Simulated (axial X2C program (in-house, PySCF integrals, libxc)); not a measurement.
# Which molecule gave these maps?

PBE0 fields computed with an in-house all-electron X2C program for linear molecules (integrals from PySCF), 2c, near the equilibrium distance, one atom at z = 0.

The maps cover the half plane through the axis: z from -2.4 to 3.6 Å along the bond, ρ from 0.15 to 2.25 Å away from it (steps of 0.3 Å, the bottom row nearest the axis).

log10 of the density in e/bohr³:

digits 0 to 9 span -3.82 to 1.28 evenly
```
000000111111001111110
000011122211111111111
000112233322211111111
001123344433222111111
001233455544332211111
011234556554443221111
012345666665544322111
012345679766654322111
```

Electron localisation function (collinear form, no current term, damped to 0 at low density):

digits 0 to 9 span 0.00 to 1.00 evenly
```
000000000000001356665
000000122100001356776
000012455421000246777
000024677642100146777
000146888864221236787
000257898876664336788
000257831278998535788
000257537369999745788
```

Axial spin density in 10⁻³ e/bohr³:

digits 0 to 9 span -1.14 to 1.14 evenly, values beyond are clipped
```
555555555555666777777
555555555555667777777
555555555555667888777
556666554455678998887
566666544545689999887
666776437974699999988
666788419993899999988
667899649892999999998
```

Question: Which molecule is it?
A. KP⁺
B. LiSe⁺
C. Cl₂⁻
D. HCl⁻

Answer: D. HCl⁻, with Cl at z = 0 and H at z = 1.322 Å, state Ω = 1/2 (⟨Sz⟩ = 0.50, ⟨Lz⟩ = 0.00 at PBE0), basis Cl dyall-av3z [9s8p3d2f], H dyall-av3z [7s3p2d] (cores contracted in-house). Occupations by symmetry block were frozen at the best pattern of an incomplete PBE0 search. Density functionals use the spin component along the axis (collinear). The highest occupied level is positive at some bond lengths even in Hartree–Fock (under at least one Hamiltonian), so the basis set holds the extra electron there; where that holds at Re the anion is at best weakly bound and its constants depend on the basis.
